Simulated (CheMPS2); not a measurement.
# singlet AlH2O+: an attempt with CheMPS2

Aim: a single-point energy of AlH2O+.

The results are computed with CheMPS2 1.8.12.

4 further runs of the same task are left out: 1 that didn't finish, 3 set aside as unsound or not needed.

## (1) Starting point

AlH2O+: 4 atoms, total charge +1, spin state singlet. As SMILES of the parent species, `[OH][AlH]`. The shape comes from GFN2-xTB, which is rough for such elements, and wasn't checked as a minimum. That shape belongs to the parent species and isn't relaxed for this state.

Bond lengths: O1–Al2 1.646 Å, O1–H3 0.950 Å, Al2–H4 1.585 Å. Angles: O1–Al2–H4 120.9°, Al2–O1–H3 175.3°.

## (2) The input as written

Input file integrals.py:

```python
from pyscf import ao2mo, gto, mcscf, mp, scf
from pyscf.tools import fcidump

mol = gto.M(atom="mol.xyz", basis="ano-rcc-mb", charge=1, spin=0, verbose=3, max_memory=2000)
print("basis functions          = %d" % (mol.nao))
mf = scf.RHF(mol)
mf.conv_tol = 1e-10
mf.max_cycle = 200
mf.kernel()
if not mf.converged:
    mf = mf.newton().run(mf.mo_coeff, mf.mo_occ)
print("E(HF)                    = %.10f" % (mf.e_tot))
# rotate to MP2 natural orbitals
occ_no, mo = mcscf.addons.make_natural_orbitals(mp.MP2(mf, frozen=6).run())
mf.mo_coeff = mo
# write the integrals of the correlated orbitals
cas = mcscf.CASCI(mf, 10, 10)
h1, ecore = cas.get_h1eff()
fcidump.from_integrals("FCIDUMP", h1, cas.get_h2eff(), 10, 10, nuc=ecore, ms=0)
# FCI check
ci = mcscf.CASCI(mf, 10, (5, 5))
ci.fix_spin_(ss=0)
ci.fcisolver.conv_tol = 1e-10
ci.fcisolver.max_cycle = 200
ci.kernel()
print(f"FCI energy               = {ci.e_tot:.10f}")
```

Input file dmrg.input:

```
FCIDUMP = FCIDUMP
GROUP = 0
MULTIPLICITY = 2
NELECTRONS = 10
IRREP = 0
EXCITATION = 0
SWEEP_STATES = 25, 50, 100, 100
SWEEP_ENERGY_CONV = 1e-04, 1e-04, 1e-04, 1e-06
SWEEP_MAX_SWEEPS = 2, 2, 2, 6
SWEEP_NOISE_PREFAC = 0.05, 0.05, 0.005, 0.0
SWEEP_DVDSON_RTOL = 3e-05, 3e-05, 3e-05, 3e-06
NOCC = 0
NACT = 10
NVIR = 0
MOLCAS_FIEDLER = TRUE
PRINT_CORR = TRUE
TMP_FOLDER = .
```

Command:

```
$ python integrals.py && chemps2 --file=dmrg.input
```

Log:

```text
$ python integrals.py
basis functions          = 16
converged SCF energy = -317.478113456795
E(HF)                    = -317.4781134568
E(RMP2) = -317.550598678737  E_corr = -0.0724852219418806
E(SCS-RMP2) = -317.552747362098  E_corr = -0.0746339053027077
CASCI E = -317.572592319502  E(CI) = -30.5798682118265  S^2 = 0.0000000
FCI energy               = -317.5725923195

$ chemps2 --file=dmrg.input

Running chemps2 version 1.8.12 () with the following options:

   FCIDUMP            = FCIDUMP
   GROUP              = c1
   MULTIPLICITY       = 2
   NELECTRONS         = 10
   IRREP              = A
   EXCITATION         = 0
   SWEEP_STATES       = [ 25 ; 50 ; 100 ; 100 ]
   SWEEP_ENERGY_CONV  = [ 0.0001 ; 0.0001 ; 0.0001 ; 1e-06 ]
   SWEEP_MAX_SWEEPS   = [ 2 ; 2 ; 2 ; 6 ]
   SWEEP_NOISE_PREFAC = [ 0.05 ; 0.05 ; 0.005 ; 0 ]
   SWEEP_DVDSON_RTOL  = [ 3e-05 ; 3e-05 ; 3e-05 ; 3e-06 ]
   NOCC               = [ 0 ]
   NACT               = [ 10 ]
   NVIR               = [ 0 ]
   MOLCAS_2RDM        =
   MOLCAS_3RDM        =
   MOLCAS_F4RDM       =
   MOLCAS_FOCK        =
   MOLCAS_FIEDLER     = TRUE
   MOLCAS_MPS         = FALSE
   MOLCAS_STATE_AVG   = FALSE
   PRINT_CORR         = TRUE
   TMP_FOLDER         = .

CheMPS2::Hamiltonian : Reading FCIDUMP file FCIDUMP
CheMPS2::Hamiltonian : Finished reading FCIDUMP file FCIDUMP
Problem::checkConsistency() : N%2 != TwoS%2 ; N = 10 and TwoS = 1
[... 18 lines left out ...]
WARNING AT DAVIDSON : Initial guess was a zero-vector. Now it is overwritten with random numbers.
[... 32 lines left out ...]
WARNING AT DAVIDSON : Initial guess was a zero-vector. Now it is overwritten with random numbers.
[... 33 lines left out ...]
WARNING AT DAVIDSON : Initial guess was a zero-vector. Now it is overwritten with random numbers.
[... 32 lines left out ...]
WARNING AT DAVIDSON : Initial guess was a zero-vector. Now it is overwritten with random numbers.
[... 37 lines left out ...]
WARNING AT DAVIDSON : Initial guess was a zero-vector. Now it is overwritten with random numbers.
[... 35 lines left out ...]
***     Minimum energy           = -286.992724107675
[... 37 lines left out ...]
***     Minimum energy           = -286.992724107675
[... 30 lines left out ...]
***     Maximum discarded weight = 0
[... 37 lines left out ...]
***     Maximum discarded weight = 0
[... 37 lines left out ...]
***     Maximum discarded weight during the last sweep     = 0
[... 77 lines left out ...]
--------------------------------------------------------
Singlet diradical correlation function = < d_i,up d_j,down > + < d_i,down d_j,up > - < d_i,up > * < d_j,down > - < d_i,down > * < d_j,up >
Hamiltonian index order is used!

   Columns 1 to 8

    -0.000000    0.000000    0.000000    0.000000    0.000000    0.000000    0.000000    0.000000
    0.000000    -0.000000    0.000000    0.000000    0.000000    0.000000    0.000000    0.000000
    0.000000    0.000000    -0.000000    0.000000    0.000000    0.000000    0.000000    0.000000
[... 6 lines of this table left out ...]
    0.000000    0.000000    0.000000    0.000000    0.000000    0.000000    0.000000    0.000000

   Columns 9 to 10

    0.000000    0.000000
    0.000000    0.000000
    0.000000    0.000000
[... 6 lines of this table left out ...]
    0.000000    -0.000000

--------------------------------------------------------
Two-orbital mutual information = 0.5 * ( s1(i) + s1(j) - s2(i,j) ) * ( 1 - delta(i,j) )
Hamiltonian index order is used!

   Columns 1 to 8

    0           0.000000    0.000000    0.000000    0.000000    0.000000    0.000000    0.000000
    0.000000    0           0.000000    0.000000    0.000000    0.000000    0.000000    0.000000
    0.000000    0.000000    0           0.000000    0.000000    0.000000    0.000000    0.000000
[... 6 lines of this table left out ...]
    0.000000    0.000000    0.000000    0.000000    0.000000    0.000000    0.000000    0.000000

   Columns 9 to 10

    0.000000    0.000000
    0.000000    0.000000
    0.000000    0.000000
[... 4 lines of this table left out ...]
    0.000000    0.000000
    0           0.000000
    0.000000    0

--------------------------------------------------------
```

Wall time 1.2 s (1 thread of AMD EPYC 9R45 (Zen 5), shared host); peak memory 0.14 GiB.

## (3) Diagnosis

No converged result was reached.

The fault: the electron count doesn't fit the spin or reference typed: an even count needs an odd multiplicity, an odd count an even one.
